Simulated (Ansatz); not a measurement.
Input and output for the cluster B2P⁺.

```yaml
crystal:
  periodic: [false, false, false]
  atoms:
    - {symbol: B, position_ang: [-0.776016, 0.485899, 0.175352]}
    - {symbol: B, position_ang: [-0.230556, -0.720561, -0.544681]}
    - {symbol: P, position_ang: [1.006562, 0.234662, 0.369330]}
basis:
  gaussian: {orbitals: ANO-RCC-VTZP, fitting: {mean_field: def2-universal-jkfit}}
total_charge: 1
hamiltonian: {xc: {name: PBE0}}
scf: {lower_state_search: light}
```

```sh
$ ansatz run in.yaml --threads 4 --pin off --events-out ev --progress --plain --max-ram 3916MiB
```

Output, abridged:

```
Functional definition: PBE0
278 factors; integrals over basis functions are off by at most 9.2e-1 eV
mean field evaluation 1: about -10640.7514 eV, gradient 4.1e1 eV
mean field evaluation 2: about -10641.8289 eV, gradient 3.4e1 eV
mean field evaluation 4: about -10645.3000 eV, gradient 3.8e0 eV
mean field evaluation 8: about -10645.3515 eV, gradient 5.4e-2 eV
mean field evaluation 16: about -10645.3515 eV, gradient 3.8e-5 eV
mean field -10645.35152346 eV, -391.2094528088 hartree, gradient 3.6e-5 eV, S^2 0.000000; 0 other end points of the search recorded, 0 dependent functions left out
reference -10645.35155045 eV, -391.2094538005 hartree; 12, 12 occupied and 82, 82 virtual orbitals, 278 factors
Total energy: -10645.35155045 eV, -391.2094538005 hartree
Relativity: scalar
```

Run time 0.6 s (4 threads of Arm Neoverse V2 on a shared host).

DK, ANO-RCC and x2c sets are all-electron and run with scalar relativity unless a key says otherwise.
